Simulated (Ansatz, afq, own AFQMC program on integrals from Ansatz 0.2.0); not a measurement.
## Al2H2, singlet → Al2H2⁺, doublet

| atom | x (Å) | y (Å) | z (Å) |
| --- | --- | --- | --- |
| Al | 0.0000 | 0.0925 | 1.2647 |
| Al | 0.0000 | -0.0193 | -1.3669 |
| H | 0.0000 | -0.6882 | 2.6804 |
| H | 0.0000 | -1.2711 | 0.0548 |

Connectivity, by distances: AlH–Al, 1 bridging H.

E(doublet, charge +1) − E(singlet, charge +0) at this geometry, on RHF and UHF determinants.

Basis cc-pVTZ. Noble-gas cores (and the filled d shells of Ga–Kr and In–Xe) are frozen. Integrals, coupled cluster, full CI and functionals: Ansatz 0.2.0; the random walks run on the same integrals in our own AFQMC program. The CISD trial takes its coefficients from CCSD amplitudes. Released means that phaseless walkers are propagated on without the constraint, phases kept. Uncertainties: one standard error, sampling alone. The errors of all members are added in quadrature.

No full CI on the walks' own integrals is used here; CCSDT(Q) serves as the reference and is uncertain by about the last step of the cluster series. Each member takes its own surest rung, up to full CI.

Errors are counted within cc-pVTZ, not against nature.

Cautions: Al₂H₂ (singlet): higher spins were not checked, restricted determinant unstable towards unrestricted (UHF 104 meV lower, ⟨S²⟩ 0.56), the released energies are still falling, so no released level is given (meV from the phaseless value at times in 1/Eh: -2 ± 4 at 0.24, -2 ± 4 at 0.50, -5 ± 4 at 1.00, -11 ± 4 at 1.50), though the last usable value meets CCSDT(Q) within the noise, the ph-AFQMC/CISD walk drifts between its halves (2.3 errors), its ph-AFQMC/CISD value lies 17 ± 4 meV above CCSDT(Q); Al₂H₂⁺ (doublet): higher spins were not checked, raised T1 diagnostic (T1 0.043, weight of the determinant 0.86, largest double 0.06), unrestricted determinant spin contaminated (⟨S²⟩ 0.88 against 0.75), the released energies are still falling, so no released level is given (meV from the phaseless value at times in 1/Eh: 0 ± 4 at 0.24, -3 ± 3 at 0.50, -6 ± 3 at 1.00, -9 ± 3 at 1.50), though the last usable value meets CCSDT(Q) within the noise.

| level | vertical ionization energy (eV) |
| --- | --- |
| CCSD | 7.472 |
| HF | 6.455 |

**Question.** From these cheaper values, estimate the vertical ionization energy at the reference level in cc-pVTZ.

**Answer.** 7.548 eV (CCSDT(Q) in cc-pVTZ).

```tsv
level	vertical ionization energy (eV)	error against CCSDT(Q) (eV)
MP2	7.448	-0.100
CCSD(T)	7.540	-0.009
CCSDT	7.542	-0.007
ph-AFQMC/CISD	7.543 ± 0.006	-0.005 ± 0.006
```

Correlation beyond CCSD(T) adds 0.009 eV. The perturbative (T) step is worth +0.068 eV. Where the cautions show a poor determinant, the low rows tell how each method copes with it, not its usual error.

A walk keeps the symmetry of its determinant, which the program's search chose and which needn't be the lowest solution, so a lower state of the same spin and another symmetry isn't excluded.
